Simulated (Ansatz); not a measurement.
# CCSD/def2-TZVPPD run of BH3 (borane)

Aim: the vertical electron affinity of BH3 (borane) at CCSD/def2-TZVPPD, from 2 runs. 

The results are computed with Ansatz 0.2.0.

32 further runs of the same task are left out: 32 set aside as unsound or not needed.

**1. The structure to begin with**

BH3 has 4 atoms, charge 0, and is taken as a singlet. As SMILES, `B`. The shape is that of a PBE0-D4/def2-TZVP optimisation.

Bond lengths: B1–H2 1.193 Å, B1–H3 1.193 Å, B1–H4 1.193 Å. Angles: H2–B1–H3 120.0°, H2–B1–H4 120.0°, H3–B1–H4 120.0°.

**2. The energy at CCSD/def2-TZVPPD**

job.yaml reads:

```yaml
crystal:
  periodic: [false, false, false]
  atoms:
    - symbol: B
      position_ang: [0.013900, -0.015100, -0.005100]
    - symbol: H
      position_ang: [0.982200, 0.381700, 0.568800]
    - symbol: H
      position_ang: [-0.276200, -1.171800, 0.043000]
    - symbol: H
      position_ang: [-0.664400, 0.744900, -0.626900]
basis:
  gaussian: {orbitals: def2-TZVPPD.json}
correlation: {method: ccsd, frozen_orbitals: {B: 1, H: 0}}
accuracy: high
scf: {omitted_lower_state_checks: [cluster_reference, increment]}
```

The basis set def2-TZVPPD is read from a file made from the Basis Set Exchange's data (not shown).

The run is started by

```sh
$ ansatz run job.yaml --threads 1 --pin off --max-ram 3480MiB --events-out events.jsonl --progress --plain --runs-dir runs
```

The program printed, shortened:

```text
Warning: RAYON_NUM_THREADS=1 ignored (pool sized by the plan → 1); use --threads N
Functional definition: HF
  name "HF"
[...]
1349 factors; integrals over basis functions are off by at most 2.9e-9 eV
[...]
mean field -718.39844440 eV, -26.4006558838 hartree, gradient 2.9e-8 eV, S^2 0.000000; 0 other end points of the search recorded, 0 dependent functions left out
1 core orbitals not correlated: weight in the atoms' cores, before any rotation towards them, 1.000 or more for the frozen orbitals, at most 0.000 for the correlated occupied ones
reference -718.39844440 eV, -26.4006558838 hartree; 3, 3 occupied and 84, 84 virtual orbitals, 1349 factors
second order -3.08934671 eV of doubles, -0.00000000 eV of singles
cycle   1  -3.52867925 eV  change   -4.4e-1 eV  update   4.2e-2
[...]
cycle  18  -3.68311603 eV  change  -9.8e-12 eV  update  4.7e-10
Total energy: -722.08156043 eV, -26.5360079014 hartree
Checks for a lower state left out: cluster_reference, increment
```

Run time: 2.8 s. Hardware: 1 thread of Arm Neoverse V2, shared host; peak memory 0.5 GiB.

**3. The doublet anion**

molecule.yaml reads:

```yaml
basis:
  gaussian: {orbitals: def2-TZVPPD.json}
crystal:
  periodic: [false, false, false]
  atoms:
    - {symbol: B, position_ang: [0.013900, -0.015100, -0.005100]}
    - {symbol: H, position_ang: [0.982200, 0.381700, 0.568800]}
    - {symbol: H, position_ang: [-0.276200, -1.171800, 0.043000]}
    - {symbol: H, position_ang: [-0.664400, 0.744900, -0.626900]}
correlation: {method: ccsd, frozen_orbitals: {B: 1, H: 0}}
accuracy: high
total_charge: -1
magnetization: {spin_polarized: true, initial_magnetization: 1}
scf: {omitted_lower_state_checks: [cluster_reference, increment]}
```

The basis set def2-TZVPPD is read from a file made from the Basis Set Exchange's data (not shown).

The run is started by

```sh
$ ansatz run molecule.yaml --threads 1 --pin off --max-ram 3480MiB --events-out events.jsonl --progress --plain --runs-dir runs
```

The program printed, shortened:

```text
Warning: RAYON_NUM_THREADS=1 ignored (pool sized by the plan → 1); use --threads N
[... 2 set-up lines as earlier in the session ...]
[...]
1349 factors; integrals over basis functions are off by at most 2.9e-9 eV
[...]
mean field -717.43844363 eV, -26.3653765061 hartree, gradient 2.6e-8 eV, S^2 0.758883; 4 other end points of the search recorded, 0 dependent functions left out
1 core orbitals not correlated: weight in the atoms' cores, before any rotation towards them, 1.000 or more for the frozen orbitals, at most 0.000 for the correlated occupied ones
reference -717.43844363 eV, -26.3653765061 hartree; 4, 3 occupied and 83, 84 virtual orbitals, 1349 factors
second order -3.71420197 eV of doubles, -0.00000000 eV of singles
cycle   1  -4.15122294 eV  change   -4.4e-1 eV  update   4.8e-2
[...]
cycle  23  -4.30613252 eV  change   4.7e-11 eV  update  4.7e-10
Total energy: -721.74457615 eV, -26.5236239574 hartree
Checks for a lower state left out: cluster_reference, increment
```

Wall time 9.9 s (1 thread of Arm Neoverse V2, shared host); peak memory 0.93 GiB.

**4. Results**

Level: CCSD/def2-TZVPPD, 1 core orbital frozen.

```
                                                 quantity         value
                                singlet BH3: total energy  -26.53601 Eh
  singlet BH3: correlation energy (1 core orbital frozen)    -135.4 mEh
                               singlet BH3: T1 diagnostic         0.006
                              doublet anion: total energy  -26.52362 Eh
doublet anion: correlation energy (1 core orbital frozen)    -158.2 mEh
         doublet anion: ⟨S²⟩ of the reference determinant         0.759
                             doublet anion: T1 diagnostic         0.011
        vertical electron affinity (to the doublet anion)     -0.337 eV
```

The anion lies 0.34 eV (32.5 kJ/mol) above the neutral: the electron isn't bound at this level, and such a value depends on the basis.
